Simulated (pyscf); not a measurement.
**Addition: H₂C=C=NH + methyl (CH₃•) → H₃C–CH₂–C•=NH**

Gas phase, doublet surface, charge 0. Bonds broken: none. Bonds formed: C1–C7. Optimised with ωB97X-D3(BJ)/def2-SVP in PySCF.

Transition state (Å):

```xyz
10

C     -1.4066    -0.4896     0.2012
C     -2.0722     0.6671     0.0731
N     -2.6291     1.7497    -0.0665
H     -1.6125    -1.2782    -0.5262
H     -1.1002    -0.7918     1.2052
H     -2.0435     2.5021    -0.4512
C      0.7532    -0.2980    -0.4925
H      0.6390    -0.0043    -1.5407
H      1.1496     0.4695     0.1798
H      1.1107    -1.3182    -0.3177
```

One imaginary mode, 523i cm⁻¹; descent along it reached the two sides named, in the forms told below.

```tsv
bond	change	reactant side (Å)	saddle	product side
C1–C7	forms	4.2	2.277	1.532
```

Electronic energies relative to the separated reactants (kcal/mol):

```
level                   barrier  reaction energy  reverse barrier
----------------------  -------  ---------------  ---------------
ωB97X-D3(BJ)/def2-TZVP      7.2            -37.8             45.1
PBE/def2-TZVP               3.4            -33.9             37.4
r²SCAN/def2-TZVP            5.9            -32.2             38.1
B3LYP-D3(BJ)/def2-TZVP      5.7            -32.8             38.4
PBE0-D3(BJ)/def2-TZVP       5.4            -37.0             42.5
M06-2X/def2-TZVP            8.3            -34.2             42.5
ωB97M-D3(BJ)/def2-TZVP      8.2            -34.6             42.8
HF/def2-TZVP               17.2            -27.6             44.8
```

With ωB97M-D3(BJ)/def2-TZVP energies and thermal terms (ideal gas, 1 atm, RRHO with modes under 100 cm⁻¹ raised to 100, one conformer, R ln 2 for chiral ones without a mode under 150 cm⁻¹), in kcal/mol:

```
T (K)   ΔH‡   ΔG‡     ΔH     ΔG
-----  ----  ----  -----  -----
298     9.5  18.7  -29.3  -18.9
600     9.6  28.0  -30.0   -8.1
900    10.0  37.2  -29.7   +2.8
1200   10.5  46.2  -29.0  +13.6
```

On the product side the descent ends in a point that may be a rotor saddle (no frequency run), 4.2 kcal/mol over the lowest minimum found and 40.9 kcal/mol under the saddle at ωB97X-D3(BJ)/def2-TZVP. From the product side, H₃C–CH₂–C≡N + H• lies, by one bond made or cut, 21.3 kcal/mol under this saddle at ωB97M-D3(BJ)/def2-TZVP. H₂C=C=NH lies 26.0 kcal/mol over its isomer H₃C–C≡N (electronic energy, ωB97M-D3(BJ)/def2-TZVP). H₃C–CH₂–C•=NH lies 11.5 kcal/mol over its isomer H₃C–C(CH₃)=N• (electronic energy, ωB97M-D3(BJ)/def2-TZVP). One saddle was located; it need not be the lowest between these sides.
